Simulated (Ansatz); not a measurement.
C4H4O2 can be A, `Oc1ccco1`, or B, `C#CCOC=O`.

Calculated with Ansatz (gas phase, PBE0-D4/def2-TZVP geometries, no zero-point term in ΔE). CCSD(T)/CBS adds triple-zeta CCSD(T) − MP2 to the extrapolated MP2 energy (def2 sets, frozen cores). DFT in def2-TZVPP. B3LYP here is the variant with VWN-RPA as its local correlation; programs differ in this. Each species was taken in one conformer, which may not be the lowest.

A:

Z-matrix (Å, degrees):
```
C
C 1 1.357
O 1 1.334 2 111.8
O 1 1.336 2 134.7 3 180.0
C 2 1.432 1 104.9 3 -0.0
H 2 1.078 1 127.1 3 -180.0
C 3 1.368 1 106.7 2 0.0
H 4 0.961 1 108.6 2 0.4
H 5 1.078 2 127.0 1 -180.0
H 7 1.076 3 115.7 1 180.0
```

B:

```xyz
10

C    -0.9030    1.1956   -1.8224
C    -0.1457    0.5461   -1.1581
C     0.7832   -0.2396   -0.3670
O     0.7369    0.1117    1.0230
C    -0.1876   -0.5222    1.7506
O    -0.9479   -1.3519    1.3528
H    -1.5829    1.7681   -2.4083
H     0.5677   -1.3043   -0.4807
H     1.8100   -0.0425   -0.6773
H    -0.1307   -0.1610    2.7874
```

Question: Which isomer does CCSD(T)/CBS put lower? Give the gap. (Estimate.)

Answer: Ansatz gave: A, by 26.6 kcal/mol.

Question: Give E(B) − E(A) in kcal/mol with r2SCAN-D4, CCSD(T)/def2-TZVPP, PBE0-D4, B3LYP, CCSD/def2-TZVPP, ωB97M-V, HF/def2-TZVPP. (Best estimate.)

Answer: Ansatz gave: r2SCAN-D4 31.1, CCSD(T)/def2-TZVPP 25.5, PBE0-D4 34.1, B3LYP 25.1, CCSD/def2-TZVPP 24.8, ωB97M-V 28.7, HF/def2-TZVPP 19.4. None reverses the order clearly.

Largest T1 diagnostic: 0.015.

From PBE to PBE0 (25 % exact exchange), in def2-TZVPP and without D4, E(B) − E(A) moves by +2.9 kcal/mol. The D4 term adds +1.0 kcal/mol with B3LYP and +0.4 kcal/mol with PBE0; it sums over pairs of atoms, weighted by their polarisabilities, and B3LYP, whose exchange is more repulsive, gets the larger term.
